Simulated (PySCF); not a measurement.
## A small calculation by hand: chemical shift, span and skew from a shielding tensor

carbonyl sulfide (COS), SMILES O=C=S. Atoms are numbered in the order given.

```xyz
3

O      0.0000     0.0000    -1.6805
C      0.0000     0.0000    -0.5250
S      0.0000     0.0000     1.0371
```

The structure is a stationary point at B3LYP-D3(BJ)/def2-TZVP.

GIAO shieldings from PBE/pcSseg-2 (PySCF), non-relativistic, no solvent. The symmetric part of the tensor of C2 has the principal values -110.1, -110.1, 289.2 ppm. The same nucleus in TMS has σ = 181.4 ppm at this level (PySCF, at its B3LYP-D3(BJ)/def2-TZVP geometry).

Task: Work out the isotropic shielding, the ¹³C shift against TMS, the span and the skew.

Result: 
σ(iso) = (σ11 + σ22 + σ33)/3 = 23.0 ppm. δ = σ(ref) − σ(iso) = 181.4 − (23.0) = 158.4 ppm.
Span Ω = σ33 − σ11 = 399.3 ppm. Skew κ = 3(σ(iso) − σ22)/Ω = 1.00, an axial tensor. Tumbling in solution averages the tensor to δ; in a static solid the shielding alone would spread this spin-1/2 line over Ω.
